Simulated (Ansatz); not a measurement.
## CHAlN, quartet in cc-pVDZ: errors against UCCSDT(Q)

Geometry: that of the CHAlN, doublet, kept fixed. The doublet lies 2.6 eV lower here.

| atom | x (Å) | y (Å) | z (Å) |
| --- | --- | --- | --- |
| Al | 0.0000 | 0.1053 | 1.0070 |
| C | 0.0000 | 0.4854 | -1.1199 |
| N | 0.0000 | -0.6969 | -0.8328 |
| H | 0.0000 | 1.0823 | -2.0381 |

Basis cc-pVDZ; Ansatz 0.2.0. Only valence electrons are correlated (noble-gas cores frozen), which leaves 13 electrons in 44 orbitals. R marks a restricted (for open shells ROHF) determinant, U an unrestricted one.

Full CI isn't at hand for all of this; UCCSDT(Q) serves as the reference, and is uncertain by about the last step of the cluster series. The frozen core follows each run's orbitals, which can shift R against U totals by a few meV.

* UHF ⟨S²⟩: 3.779
* T1 diagnostic (RCCSD): 0.0232
* largest doubles amplitude (RCCSD): 0.101
* T1 diagnostic (UCCSD): 0.0292

Task: From what is known of these methods and the diagnostics, rank them by the size of their error in total energy against UCCSDT(Q) in cc-pVDZ, smallest first (an estimate: the text doesn't fix the numbers).
A. RCCSD
B. RMP2
C. RCCSD(T)
D. RCCSDT(Q)
E. UCCSDT

Result: D (0.07 mEh), E (1.56 mEh), C (2.18 mEh), A (16.71 mEh), B (30.15 mEh).

All errors are against UCCSDT(Q) in cc-pVDZ. Within each family the higher level lies nearer, as is usual though not guaranteed.
